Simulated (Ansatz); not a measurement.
One change: `O[Si]S` becomes `S[Si]S`.

Ansatz, PBE0-D4/def2-TZVP geometries, multiplicity 1. Each molecule was computed in one conformer, which needn't be the lowest.

| property | `O[Si]S` |
| --- | --- |
| HOMO energy (PBE0/def2-TZVPP) / eV | -7.09 |
| HOMO–LUMO gap (PBE0/def2-TZVPP) / eV | 5.37 |
| size of the dipole moment (ωB97M-V/def2-TZVPP) / D | 1.77 |
| ideal-gas entropy at 298 K and 1 bar (rigid rotor, harmonic PBE0-D4/def2-TZVP) / J/(mol·K) | 289 |
| LUMO energy (PBE/def2-TZVPP) / eV | -2.50 |
| HOMO energy (ωB97M-V/def2-TZVPP) / eV | -9.15 |

(1) Give the same properties after the change, and the shifts. (Estimate.)

## Answers

(1) Ansatz gave: 
| property | `S[Si]S` | shift |
| --- | --- | --- |
| HOMO energy (PBE0/def2-TZVPP) / eV | -7.10 | -0.01 |
| HOMO–LUMO gap (PBE0/def2-TZVPP) / eV | 4.92 | -0.45 |
| size of the dipole moment (ωB97M-V/def2-TZVPP) / D | 1.04 | -0.73 |
| ideal-gas entropy at 298 K and 1 bar (rigid rotor, harmonic PBE0-D4/def2-TZVP) / J/(mol·K) | 301 | 12 |
| LUMO energy (PBE/def2-TZVPP) / eV | -2.92 | -0.42 |
| HOMO energy (ωB97M-V/def2-TZVPP) / eV | -9.12 | 0.03 |

Dipoles are sizes alone; their direction can turn.
